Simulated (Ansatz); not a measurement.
This Ansatz (a quantum-chemistry and plane-wave program) input (CCSD(T)/6-311G**) gives -437.74615 Eh with 69 basis functions. A basis named .json is the Basis Set Exchange file of that set (core-valence sets with the plain set on hydrogen).

Ansatz 0.2 input:
```yaml
crystal:
  periodic: [false, false, false]
  atoms:
    - {symbol: C, position_ang: [-0.07275672, 1.12916893, 0.00212857]}
    - {symbol: S, position_ang: [-0.04234019, -0.64860717, -0.00102657]}
    - {symbol: H, position_ang: [1.30459006, -0.82487224, -0.00447189]}
    - {symbol: H, position_ang: [-1.11267682, 1.44681760, 0.00510357]}
    - {symbol: H, position_ang: [0.46310493, 1.48883727, 0.88953771]}
    - {symbol: H, position_ang: [0.45896518, 1.49191853, -0.88651564]}
basis:
  gaussian:
    orbitals: 6-311G__.json
total_charge: 1
magnetization: {spin_polarized: true, initial_magnetization: 1}
correlation: {method: ccsd_t, electrons: outside_noble_gas}
```

Change:
```diff
- orbitals: 6-311G__.json
+ orbitals: def2-SVPD
```

Q: What does the run give now?

A: -437.58188 Eh (CCSD(T)/def2-SVPD, 79 functions), a change of +164.27 mEh.
